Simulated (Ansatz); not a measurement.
# BH₂ (doublet): from Hartree-Fock to the top rungs, aug-cc-pVTZ

An exercise on one series of results from a longer session: the logs are not shown, and one member is left open.

Program: Ansatz 0.2.0, Gaussian basis. Level of theory: aug-cc-pVTZ, core rule «outside noble gas», up to 1 orbitals frozen. These are calculated values, not measurements.

To be run: UHF; CCSD(T) on ROHF; CCSD(T) on UHF; BCCD(T) on ROHF; CCSDT(Q) on ROHF; CCSDT(Q) on UHF; CASSCF and NEVPT2, 5 electrons in 6 orbitals.

19 further runs of the same task are left out: 2 for a known fault of the program, 5 that didn't finish, 12 set aside as unsound or not needed.

### The system

The geometry is a PBE0/def2-TZVP stationary point (not a proven minimum) of the parent state, kept for this charge and spin.

3 atoms, charge 0, spin multiplicity 2.

Atoms are counted from 1 here; the program's logs count them from 0.

Bond lengths: B1–H2 1.291 Å, B1–H3 1.291 Å. Angles: H2–B1–H3 66.8°.

Set-up of the first run:

Contents of in.yaml:

```yaml
crystal:
  periodic: [false, false, false]
  atoms:
    - {symbol: B, position_ang: [0.000000, 0.000000, -0.169375]}
    - {symbol: H, position_ang: [0.000000, 0.710556, 0.908347]}
    - {symbol: H, position_ang: [0.000000, -0.710556, 0.908347]}
basis:
  gaussian: {orbitals: aug-cc-pVTZ}
magnetization: {spin_polarized: true, initial_magnetization: 1}
hamiltonian: {xc: hf}
output: {orbitals: {seedname: orbitals}}
```

Launch:

```sh
$ ansatz run in.yaml --threads 1 --pin off --events-out ev --progress --plain --max-ram 2393MiB
```

Steps of the session up to this table: UHF; CCSD(T) on ROHF; CCSD(T) on UHF; BCCD(T) on ROHF; CCSDT(Q) on ROHF; CCSDT(Q) on UHF; CASSCF and NEVPT2, 5 electrons in 6 orbitals.

One table of the session follows, with a row left open; its other results are not shown here.

```
        method  from UCCSDT(Q) (kJ/mol)
          ROHF                   +300.3
           UHF                        ?
          RMP2                    +61.7
          UMP2                    +61.8
         RCCSD                     +9.5
         UCCSD                     +9.4
      RCCSD(T)                     +1.8
      UCCSD(T)                     +1.9
       BCCD(T)                     +1.8
        RCCSDT                     +0.2
        UCCSDT                     +0.2
     RCCSDT(Q)                      0.0
     UCCSDT(Q)                        0
CASSCF valence                   +177.2
NEVPT2 valence                    +45.2
```

Q: Estimate the row for UHF from the others.

As computed: from UCCSDT(Q) (kJ/mol): +295.0. In the column «from UCCSDT(Q) (kJ/mol)» it lies between CASSCF valence (+177.2) and ROHF (+300.3).

Limits of these values: Restricted and unrestricted rows rest on different reference determinants; where their highest levels disagree by more than a few hundredths of an eV, they describe different states and don't form one ladder.
